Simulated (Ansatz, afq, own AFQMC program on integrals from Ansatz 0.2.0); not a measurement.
# The Si2–C1 bond of CH₄OSi, singlet, worked out

```xyz
7

C    -0.6241    0.4711   -0.2789
Si    1.2121    0.1475   -0.7294
O     1.5901   -0.9994    0.4301
H    -1.2128   -0.4619   -0.3601
H    -1.0965    1.2241   -0.9292
H    -0.7141    0.8222    0.7661
H     0.9067   -1.2716    1.0557
```

The molecule and both fragments are relaxed with PBE0/def2-SVP; the fragments keep their bonds.

Basis def2-TZVP. Only valence electrons are correlated. AFQMC by an in-house program on the Cholesky factors that Ansatz 0.2.0 writes for its CCSD(T) run. ph-AFQMC/CISD is guided by a CISD state made of CCSD amplitudes; releasing the constraint for a short imaginary time cuts its bias at the price of noise, slowly where states lie close. Error bars are statistical, one sigma.

Total energies in eV. CBS is CCSD(T) at the limit of def2-TZVPP/QZVPP (extrapolated itself); the highest rung of each member is named.

Cautions: CH₄OSi (singlet): restricted determinant unstable towards unrestricted (UHF 18 meV lower, ⟨S²⟩ 0.17), the released value is read at 0.99 1/Eh, later times being too noisy (meV from the phaseless value at times in 1/Eh: -3 ± 6 at 0.24, -19 ± 9 at 0.51, -5 ± 9 at 0.99, -25 ± 16 at 1.50).

```
         member  count  CCSD(T)/def2-TZVP  highest rung in def2-TZVP           which  CCSD(T)/CBS
  SiHO, doublet     +1         -9925.2439                 -9925.2815        CCSDT(Q)   -9926.9305
  CH3 (doublet)     +1         -1081.7482                 -1081.7646        CCSDT(Q)   -1082.4477
CH₄OSi, singlet     -1        -11010.2153       -11010.2707 ± 0.0091  released AFQMC  -11012.7359
```

Problem. Work out the best estimate of the bond energy: the CCSD(T)/CBS difference plus the step from CCSD(T) to the highest rung.

Solution. Sums with the counts: CCSD(T)/CBS 3.3577 eV, highest rung 3.2246 eV, CCSD(T)/def2-TZVP 3.2232 eV. The step is 3.2246 − 3.2232 = 0.0014 eV, so the best estimate is 3.3577 + (0.0014) = 3.3591 eV = 324.1 kJ/mol, with sampling noise 0.009 eV. The step is under twice that noise, so its sign is open. The basis set is worth 0.135 eV of it. Zero-point, core-correlation and spin–orbit terms aren't in it. Past Ne the Hartree–Fock part of each CBS total tends to overshoot, since the cores don't follow the formula; that largely cancels in the difference.

Best estimates are given only where the step beyond CCSD(T) is under 0.3 eV and no member's determinant is very poor (T1 over 0.05, or 0.07 for open shells, ⟨S²⟩ too high by 0.3, two states mixed), so the hardest cases are missing from such tables.

CCSDT and higher add their correlation energy to the determinant of the CCSD(T) run, since their own runs factorise the integrals more tightly (a shift of under 2 meV). Each member of a difference takes its own highest rung, so a best estimate needn't equal the limit plus the step of one row. A walk keeps the symmetry of its determinant, which the program's search chose and which needn't be the lowest solution, so a lower state of the same spin and another symmetry isn't excluded. Released energies are given only where the last usable release times agree within the noise; a slower fall can still hide under it.
